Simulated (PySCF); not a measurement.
Structure problem from calculated spectra and properties.

Formula: CH2F2.

| Property | Result |
| --- | --- |
| 1H NMR | chemical shifts (computed TMS as zero) by class: 6.05 (2 H) ppm [GIAO PBE0/pcSseg-1] |
| Dipole | 1.95 D [PBE0/pcSseg-1] |
| NMR, other nuclei | isotropic shieldings of nuclei other than C and H, by class: 328 (2 F) ppm [GIAO PBE0/pcSseg-1] |
| 13C NMR | chemical shifts (computed TMS as zero) by class: 113.6 (1 C) ppm [GIAO PBE0/pcSseg-1] |
| Couplings | largest of the computed one-bond spin–spin couplings (means over like bonds): 19F–13C -301.8 (×2), 13C–1H +184.2 (×2) Hz [B3LYP/pcJ-1] |
| Rotational structure | rotational constants A, B, C: 49.689, 10.815, 9.445 GHz [GFN2-xTB] |

The electronic properties come from PySCF, for the isolated species, density fitting. Levels stand in brackets. Geometry: GFN2-xTB; no solvent, vibrations or thermal averaging. NMR classes are plain means over equivalent atoms (diastereotopic ones count apart unless rotation or inversion swaps them), as if these changed places fast.

Question: Propose a structure and show how it fits.

Answer: Numbering: `[F:1][CH2:2][F:3]`. Its formula, CH2F2, gives 0 degrees of unsaturation, so no ring and no π bond. The one carbon: CF2 carbon [C2] (113.6 ppm). All hydrogens form one class (6.05 ppm): methylene hydrogen. The other shieldings belong to: 328 ppm, fluorine of a CF2 group [F1/F3]. The couplings run between: -301.8 Hz, fluorine of a CF2 group [F1] and CF2 carbon [C2] (with 1 like pair); +184.2 Hz, CF2 carbon [C2] and its hydrogen (with 1 like pair). The optimised geometry has point group C2v and is an asymmetric top. Structure: difluoromethane, `FCF`. The assignments are read from this structure; whether some other isomer fits the data as well wasn't checked.
